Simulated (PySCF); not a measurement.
Species: methyleneaminoacetonitrile, C3H4N2.
Geometry (PBE0-D3(BJ)/def2-SVP, Å), atoms numbered from 1 in this order:
```xyz
9
C3H4N2 angstrom
C      1.452    0.043   -0.523
N      0.305   -0.470   -0.644
C     -0.659   -0.194    0.394
C     -1.880    0.395   -0.160
N     -2.843    0.874   -0.584
H      1.745    0.693    0.326
H      2.213   -0.157   -1.290
H     -0.282    0.477    1.194
H     -0.943   -1.147    0.872
```

Computed, not measured: TDDFT wB97X-D/def2-SVPD, vertical, gas phase, core orbitals frozen in the response (PySCF).

Frontier orbitals with the atoms that hold most of them (Löwdin shares over 4%, at most four atoms; ? is withheld):

| orbital | ε (eV) | atoms |
| --- | --- | --- |
| LUMO+2 | 2.54 | N5 32%, C4 28%, C3 15%, H9 10% |
| LUMO+1 | 1.99 | C1 24%, C3 19%, C4 16%, H8 11% |
| LUMO | 0.67 | ? |
| HOMO | ? | ? |
| HOMO-1 | -11.40 | N5 34%, C4 24%, N2 12%, C3 10% |
| HOMO-2 | -11.72 | N5 43%, C4 34%, N2 12%, C1 7% |
| HOMO-3 | -11.98 | N5 30%, C4 22%, N2 20%, C1 15% |

Task: Which atoms hold the LUMO, and with what shares?

Result: C1 (bonded to N and 2 H) 38%; N2 (bonded to 2 C) 35%; H6 (bonded to C) 8%; H7 (bonded to C) 7%. By element: carbon 38% or more, nitrogen 35% or more, hydrogen 15% or more.

Task: Give the leading atoms of the HOMO.

Result: N2 (bonded to 2 C) 59%; C1 (bonded to N and 2 H) 13%; C3 (bonded to C, N and 2 H) 11%; H6 (bonded to C) 6%. By element: nitrogen 59% or more, carbon 24% or more, hydrogen 6% or more.

Task: What is the HOMO energy, and the HOMO–LUMO gap?

Result: ε(HOMO) = -10.19 eV; the gap is 10.85 eV (0.3988 hartree).

Task: The HOMO–LUMO gap is 10.85 eV. Where does the response calculation put the lowest singlet, and from which orbitals?

Result: S1 is at 5.07 eV (f = 0.0011), 5.78 eV below the gap, made of HOMO→LUMO (97%). 

Next come S2 at 7.42 eV (f 0.0095), HOMO-1→LUMO (26%), HOMO-1→LUMO+3 (24%), HOMO→LUMO+1 (11%); S3 at 7.65 eV (f 0.0072), HOMO→LUMO+1 (63%), HOMO-1→LUMO (15%); S4 at 7.94 eV (f 0.038), HOMO-2→LUMO (33%), HOMO-1→LUMO+2 (20%), HOMO-2→LUMO+3 (12%); S5 at 8.07 eV (f 0.046), HOMO-2→LUMO+2 (42%), HOMO→LUMO+2 (17%), HOMO-1→LUMO (16%).

Löwdin shares depend on the basis, the more so with diffuse functions.

One conformer stands for the species.
